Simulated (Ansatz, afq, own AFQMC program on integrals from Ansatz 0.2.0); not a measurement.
Atomization energy of NHO, singlet

```yaml
atoms:
  - { symbol: N, position_ang: [0.0000, 0.0665, 0.6906] }
  - { symbol: O, position_ang: [0.0000, -0.1060, -0.5388] }
  - { symbol: H, position_ang: [0.0000, 0.7576, -1.0437] }
```

Connectivity, by distances: N–OH.

Atoms in their ground-state spins without spin–orbit coupling (mostly on UHF) minus the molecule (RHF), without zero-point energy. The geometry is a stationary point, not shown to be a minimum.

Basis cc-pVDZ. Only valence electrons are correlated. Ansatz 0.2.0 and our own AFQMC program on the same integrals; the CISD trial comes from CCSD amplitudes, and released means the phaseless constraint is let go. ± is one standard error of the sampling. The errors of all members are added in quadrature.

No full CI on the walks' own integrals is used here; CCSDT(Q) serves as the reference and is uncertain by about the last step of the cluster series. Each member takes its own surest rung, up to full CI.

Errors are counted within cc-pVDZ, not against nature.

Cautions: NHO (singlet): another spin lies lower, restricted determinant unstable towards unrestricted (UHF 965 meV lower, ⟨S²⟩ 0.94), raised T1 diagnostic (T1 0.025, weight of the determinant 0.88, largest double 0.09), the ph-AFQMC/HF walk drifts between its halves (2.0 errors), CCSDT(Q) on the UHF determinant differs (665 meV lower), perhaps since the unrestricted series falls towards higher spin.

Reference (CCSDT(Q)): 5.848 eV.

| level | atomization energy (eV) | error against CCSDT(Q) (eV) |
| --- | --- | --- |
| HF | 1.702 | -4.146 |
| MP2 | 5.824 | -0.025 |
| CCSD | 5.542 | -0.307 |
| CCSD(T) | 5.797 | -0.051 |
| CCSDT | 5.817 | -0.031 |
| ph-AFQMC/HF | 6.039 ± 0.069 | 0.191 ± 0.069 |
| ph-AFQMC/CISD | 5.836 ± 0.020 | -0.013 ± 0.020 |
| released AFQMC | 5.827 ± 0.035 | -0.022 ± 0.035 |

Correlation beyond CCSD(T) adds 0.051 eV. The perturbative (T) step is worth +0.256 eV.

A walk keeps the symmetry of its determinant, which the program's search chose and which needn't be the lowest solution, so a lower state of the same spin and another symmetry isn't excluded. Released energies are given only where the last usable release times agree within the noise; a slower fall can still hide under it.
